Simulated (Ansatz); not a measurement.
# C3H3F3: ranking of conformers in Python

Aim: a ranking of conformers, for C3H3F3, run from a script. SMILES: F/C=C(/F)CF.

All numbers are computed with Ansatz 0.2.0, driven from Python. Level of theory: MP2/def2-SVP.

**1. The system**

The script builds its own geometries from the SMILES F/C=C(/F)CF.

The script holds or builds the structure itself.

**2. Script**

c3h3f3_conformers.py

```python
'''Rank force-field conformers of C3H3F3 by single points.'''

from dataclasses import dataclass

import ansatz
from rdkit import Chem
from rdkit.Chem import AllChem


@dataclass(frozen=True)
class RunConfig:
    basis_set: str = 'def2-SVP'
    level: str = 'mp2'


cfg = RunConfig()


def main() -> None:
    rd = Chem.AddHs(Chem.MolFromSmiles('F/C=C(/F)CF'))
    ids = list(AllChem.EmbedMultipleConfs(rd, numConfs=20, randomSeed=851, pruneRmsThresh=0.4))
    field = [energy for _, energy in AllChem.MMFFOptimizeMoleculeConfs(rd)]
    distinct = {round(e, 2): i for i, e in zip(ids, field)}
    chosen = sorted(distinct.items())[:3]
    found = []
    for force_field, index in chosen:
        molecule = ansatz.Crystal.molecule()
        for atom, xyz in zip(rd.GetAtoms(), rd.GetConformer(index).GetPositions()):
            molecule = molecule.atom(atom.GetSymbol(), xyz.round(5).tolist())
        model = molecule.calculation().basis(gaussian=cfg.basis_set).correlation(cfg.level)
        found.append(model.run().report['free_energy_ev'])
    print('conformer   MMFF (kcal/mol)   this level (kJ/mol)')
    for (force_field, index), e in zip(chosen, found):
        print(f'{index:9d} {force_field - chosen[0][0]:17.2f} {96.485332 * (e - min(found)):17.3f}')


if __name__ == '__main__':
    main()
```

**3. What the engine is handed**

The package turns the script's settings into the engine's input (first run):

```yaml
crystal:
  periodic: [false, false, false]
  atoms:
    - { symbol: F, position_ang: [1.36912, 1.32618, -0.82634] }
    - { symbol: C, position_ang: [1.36572, 0.13409, -0.20278] }
    - { symbol: C, position_ang: [0.24177, -0.46105, 0.19551] }
    - { symbol: F, position_ang: [0.35056, -1.6669, 0.80035] }
    - { symbol: C, position_ang: [-1.12033, 0.11457, 0.00285] }
    - { symbol: F, position_ang: [-1.73721, 0.29562, 1.20371] }
    - { symbol: H, position_ang: [2.3658, -0.25426, -0.0804] }
    - { symbol: H, position_ang: [-1.09914, 1.08257, -0.50642] }
    - { symbol: H, position_ang: [-1.7363, -0.57082, -0.58647] }
basis:
  gaussian:
    orbitals: def2-SVP
correlation:
  method: mp2
```

**4. The run**

Launch:

```
python c3h3f3_conformers.py
```

Q: Predict the main results. Wanted: lowest; next above it by.

**Answer**, as computed:

```
        quantity     value
   runs compared         2
          lowest     run 1
next above it by  0.130 eV
```

**Reading.** The structures are force-field minima, not relaxed at this level. Of those tried, run 1 is lowest; run 2 lies 0.130 eV above it. These settings explore the input space; basis and method may be short of convergence. The conformers keep their force-field geometries.
